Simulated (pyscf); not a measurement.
HO–BH–OH + ethylene (H₂C=CH₂) -> HO–BH–CH₂–CH₂–OH (addition across a multiple bond or ene-type step; singlet surface; B–O broken, C–O, B–C formed). PySCF, gas phase, ωB97X-D3(BJ)/def2-SVP geometries. Energies in kcal/mol from the separated reactants.

```tsv
level	barrier	reaction energy
ωB97X-D3(BJ)/def2-TZVP	42.9	+14.3
PBE/def2-TZVP	38.2	+16.8
r²SCAN/def2-TZVP	39.5	+16.9
PBE0-D3(BJ)/def2-TZVP	39.5	+13.3
ωB97M-D3(BJ)/def2-TZVP	44.0	+17.5
HF/def2-TZVP	62.3	+25.0
```

The functionals in the table span 5.8 kcal/mol in this barrier, from PBE to ωB97M-D3(BJ)/def2-TZVP. The same reactants have a lower exit, to H₃C–CH₂–B(OH)–OH (barrier +36.1 kcal/mol at ωB97M-D3(BJ)/def2-TZVP, against +44.0 kcal/mol here). HO–BH–CH₂–CH₂–OH lies 52.9 kcal/mol over its isomer H₃C–CH₂–B(OH)–OH (electronic energy, ωB97M-D3(BJ)/def2-TZVP). This is the saddle that the search found; another between the same sides may lie lower.
